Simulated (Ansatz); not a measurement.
Two shapes of singlet CHCl.

Shape 1:

```xyz
3

Cl    0.0000    0.5033   -1.2940
C     0.0000   -0.5964    0.1552
H     0.0000    0.0931    1.1388
```

Shape 2:

```xyz
3

Cl    0.0149    0.4765   -1.1516
C    -0.0284   -0.5122    0.1345
H    -0.0233    0.1246    1.0766
```

Basis set: def2-SVP (spherical functions). Frozen core: 6 orbitals. Charge 0, multiplicity 1.

Computed with Ansatz (development build ahead of 0.2.0); each method stands on the lowest determinant of its kind that the runs found.

Problem. Which shape is lower in energy, and by how much in each method?

Solution.

| method | E(2) − E(1) (eV) |
| --- | --- |
| RHF | -0.242 |
| UHF | -0.198 |
| UHF-MP2 | -0.278 |
| RHF-CCSD(T) | -0.168 |
| UHF-CCSD(T) | -0.173 |

Shape 2 is lower. Caution for RHF, RHF-CCSD(T): an unrestricted determinant lies well below. Caution for UHF, UHF-MP2, UHF-CCSD(T): the unrestricted determinant is spin contaminated. Caution for UHF-MP2, UHF-CCSD(T): a plain start can end on a higher determinant.
